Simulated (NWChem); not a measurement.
**Correlation energy of CH**

```
C
H 1 1.1343
```
Charge 0, spin multiplicity 2.

The numbers come from NWChem runs, not from measurements. The geometry was optimised at UPBE0/def2-SVP, a minimum by its harmonic frequencies.

Basis set: cc-pVQZ. Each correlation energy counts from its own Hartree-Fock reference.

The correlated methods keep 1 core orbital frozen. This spin state was chosen for the runs; another may lie lower. The structure started from a generated list of species. The unpaired electrons of the parent sit in orbitals of symmetry b1 (C2v labels of the run); other states weren't searched. The stability of the SCF solutions was not checked. Open-shell Hartree-Fock references start from PBE0 orbitals. Coupled-cluster values serve here as a point of comparison, not as the truth.

```tsv
method	correlation energy (mHa)
UMP2	-108.7
CCSD(T) on ROHF	-140.0
CCSD on ROHF	…
URI-MP2	-108.7
SCS-UMP2	…
CCSD[T] on ROHF	-140.0
```

Q: What belongs in the gaps?

A: 
- CCSD on ROHF, correlation energy (mHa): -136.0
- SCS-UMP2, correlation energy (mHa): -117.0
